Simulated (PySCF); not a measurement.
# Exact simulation of a proton spin system

Molecule: SMILES C#C/C=C/N=C, C$_{5}$H$_{5}$N.

Bonds (- single, = double, # triple, : aromatic): C1#C2 1.215 Å, C2-C3 1.416 Å, C3=C4 1.350 Å, C4-N5 1.383 Å, N5=C6 1.272 Å. C1 carries H7; C3 carries H8; C4 carries H9; C6 carries H10, H11. Stereochemistry as in C#C/C=C/N=C. H11 is cis to C4; H10 is trans to C4.

[PySCF: geometry: PBE0-D3(BJ)/def2-SVP; B97-2/pcSseg-2 with gauge-including orbitals; J: B3LYP/pcJ-1 (spin–dipole term only in couplings to heteroatoms); in vacuum; single conformer; non-relativistic Hamiltonian]

Chemical shifts δ = σref − σ; 1H vs TMS, all at this level.

The 5-spin Hamiltonian (Zeeman plus full scalar coupling among like nuclei) was diagonalised exactly; lines are Lorentzian, 0.4 Hz wide, and the maxima above 3 % are listed with the tallest set to 100.

Peak list at 700 MHz for the spins H7/H8/H9/H10/H11:
Hz from δ = 0 (height): 5274.0 (53), 5273.5 (56), 5272.9 (57), 5272.5 (53), 5256.2 (61), 5255.7 (65), 5255.1 (65), 5254.7 (61), 5126.0 (28), 5125.5 (30), 5124.8 (32), 5124.2 (44), 5123.6 (33), 5122.9 (31), 5122.4 (29), 5111.8 (29), 5111.3 (31), 5110.6 (33), 5110.0 (46), 5109.4 (34), 5108.7 (32), 5108.2 (31), 5029.2 (55), 5027.9 (60), 5027.2 (58), 5026.0 (53), 5011.4 (47), 5010.1 (52), 5009.5 (50), 5008.2 (45), 4490.4 (26), 4489.2 (41), 4488.0 (26), 4486.0 (27), 4484.8 (41), 4483.6 (26), 4476.2 (25), 4475.0 (39), 4473.8 (25), 4471.8 (26), 4470.6 (39), 4469.4 (25), 2326.8 (100), 2325.6 (100), 2322.4 (100), 2321.2 (99)

Problem. Extract the chemical shifts and coupling constants behind this pattern (give the signs of the calculation).

Solution. 
Shifts (ppm): H7 3.32, H8 6.40, H9 7.31, H10 7.17, H11 7.52.
Couplings (Hz): H7–H8: -4.4; H7–H9: 1.2; H8–H9: 14.2; H8–H10: 1.3; H8–H11: 1.1; H9–H10: -1.9; H9–H11: -0.5; H10–H11: 17.8.
These are the parameters used. A line list fixes at most the relative signs, and those only where coupling is strong; other parameter sets or atom labellings may fit too, and couplings well below the line width leave little trace.

Unscaled 3J(H,H) at this level run about 10 % above measured values.
